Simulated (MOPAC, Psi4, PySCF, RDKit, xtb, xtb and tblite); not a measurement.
Relaxed torsion scan: C5H8, SMILES C=CC1CC1. Scanned: dihedral C1–C2–C3–C4; all other coordinates were relaxed at GFN2-xTB.

Geometry of the scan point at -30° (Å):
```
13

C      2.2510    -0.4076    -0.2925
C      1.0127    -0.4511     0.1640
C     -0.1312     0.3137    -0.3847
C      0.0493     1.6494    -1.0370
C     -0.5861     1.5658     0.3163
H      3.0406    -0.9916     0.1490
H      2.5291     0.2142    -1.1271
H      0.7628    -1.1023     0.9939
H     -0.9213    -0.3229    -0.7705
H      1.0455     2.0587    -1.0970
H     -0.5724     1.8951    -1.8847
H     -0.0096     1.9035     1.1645
H     -1.6457     1.7512     0.4077
```

GFN2-xTB (xtb and tblite); MMFF94 // GFN2-xTB (RDKit); PBE/def2-TZVP // GFN2-xTB (Psi4); PBE-D3(BJ)/def2-TZVP // GFN2-xTB (Psi4); MP2/cc-pVTZ = DF-MP2 (frozen core)/cc-pVTZ // GFN2-xTB (Psi4); HF/cc-pVTZ // GFN2-xTB (Psi4); UFF // GFN2-xTB (RDKit); PM6, restricted, heats of formation // GFN2-xTB (MOPAC); PM3, restricted, heats of formation // GFN2-xTB (MOPAC); GFN1-xTB // GFN2-xTB (xtb); RKS-B3LYP/6-31G* = PySCF with restricted B3LYP/6-31G*, spherical d // GFN2-xTB.

Least-squares fit of E(φ) = a0 + Σ (a_n cos nφ + b_n sin nφ), n = 1 to 4, to the 24 scan points, in kJ/mol above the lowest point of each profile (levels whose profile four harmonics don't fit are not listed):

| method | a0 | a1 | b1 | a2 | b2 | a3 | b3 | a4 | b4 | rms of fit |
|---|---|---|---|---|---|---|---|---|---|---|
| GFN2-xTB | 7.85 | 1.64 | 1.10 | -1.65 | -4.49 | -0.30 | 1.24 | 0.26 | -0.25 | 0.37 |
| MMFF94 | 3.80 | 2.64 | 1.91 | 0.84 | 2.51 | 0.13 | -0.39 | 0.58 | -0.41 | 0.08 |
| PBE/def2-TZVP | 9.17 | 0.96 | 0.61 | -1.52 | -4.16 | -1.10 | 4.10 | 0.00 | -0.08 | 0.36 |
| PBE-D3(BJ)/def2-TZVP | 8.64 | 0.51 | 0.30 | -1.54 | -4.18 | -1.09 | 4.06 | 0.03 | -0.11 | 0.37 |
| MP2/cc-pVTZ | 7.87 | 0.06 | -0.02 | -1.41 | -3.69 | -1.09 | 4.10 | 0.29 | -0.31 | 0.43 |
| HF/cc-pVTZ | 8.96 | 1.70 | 1.16 | -0.80 | -2.28 | -1.26 | 4.60 | 0.31 | -0.31 | 0.33 |
| UFF | 9.22 | 6.98 | 4.85 | 0.44 | 3.55 | 1.23 | -3.21 | 1.47 | -1.15 | 0.58 |
| PM6 | 2.25 | 1.11 | 0.80 | -0.07 | -0.19 | -0.09 | 0.34 | 0.31 | -0.26 | 0.03 |
| PM3 | 2.62 | 1.36 | 0.96 | -0.03 | -0.03 | -0.15 | 0.59 | 0.35 | -0.28 | 0.15 |
| GFN1-xTB | 6.22 | 0.66 | 0.41 | -1.53 | -4.18 | -0.27 | 1.13 | 0.16 | -0.16 | 0.25 |
| RKS-B3LYP/6-31G* | 8.77 | 1.01 | 0.66 | -1.27 | -3.50 | -1.12 | 4.15 | 0.14 | -0.19 | 0.34 |
